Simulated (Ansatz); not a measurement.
A nudged elastic band was laid between two geometries of C3H3N (7 atoms, charge 0, multiplicity 1).

Theory: RKS B3LYP-D4/def2-SVP in Ansatz 0.2.0.

- movable images: 5
- climbing image: yes
- spring: 50.0 eV/Å²
- optimiser: quadratic models (default)
- start path: through a guess of the saddle point
- force threshold: 0.05 eV/Å
- iteration limit: 60
- end points: relaxed

Image 0:

```xyz
7
Properties=species:S:1:pos:R:3
C -1.140 -0.688 0.452
C 0.209 -0.210 0.384
C 0.655 0.593 -0.592
N -2.230 -1.083 0.522
H 0.873 -0.542 1.189
H 1.694 0.930 -0.602
H 0.001 0.932 -1.400
```

Image 6:

```xyz
7
Properties=species:S:1:pos:R:3
C -0.897 -0.376 0.109
C 0.329 -0.342 0.637
C 0.652 0.578 -0.574
N -0.523 0.549 -1.084
H 0.838 -0.766 1.504
H 1.534 1.114 -0.951
H -1.871 -0.825 0.313
```

Question: What changes between the two ends?

Answer: Bonds broken: C3–H7. Bonds formed: C1–H7, C3–N4.

Question: What energy profile does the band end with?

Answer: It converged. The highest image is number 2 of 0 to 6, 5.46 eV above the first end and 2.51 eV above the last; the last end lies 2.95 eV above the first. The profile has 2 maxima (images 2, 4) with wells between them (image 3): this band takes more than one step, which may be the mechanism or a detour left from its start path. Neighbouring images differ by up to 3.9 eV, so the band resolves the path poorly. Another band between the same ends (5 images) ends at a top of the same energy, where a vibrational analysis finds 1 clearly imaginary mode. The orbitals stay closed-shell, which can raise the energy where a bond breaks towards radicals; this wasn't checked here.

```
image  path coordinate (Å)  energy (eV)  C3–H7 (Å)  C1–H7 (Å)  C3–N4 (Å)
    0                 0.00         0.00       1.09       2.71       3.52
    1                 1.41         1.51       1.10       2.14       2.73
    2                 2.81         5.46       1.38       2.00       1.71
    3                 4.25         3.66       2.07       2.13       1.41
    4                 5.69         3.93       2.07       1.88       1.44
    5                 7.14         3.69       2.43       1.09       1.37
    6                 8.58         2.95       3.02       1.09       1.28
```

Question: What is the geometry of the highest image?

Answer: 
```xyz
7
Properties=species:S:1:pos:R:3:forces:R:3
C -0.844 -0.381 0.596 0.00 0.00 0.00
C 0.508 -0.652 0.573 0.00 0.00 0.00
C 0.366 0.393 -0.366 0.00 0.00 0.00
N -1.335 0.208 -0.465 0.00 0.00 0.00
H 1.281 -1.080 1.199 0.00 0.00 0.00
H 0.603 1.458 -0.243 0.00 0.00 0.00
H -0.518 -0.014 -1.340 0.00 0.00 0.00
```

The band took 48 iterations and about 6 core-minutes.

Run time: 5.7 min on 1 thread of Intel(R) Xeon(R) Platinum 8488C (Sapphire Rapids) (shared host), peak memory 0.17 GiB.
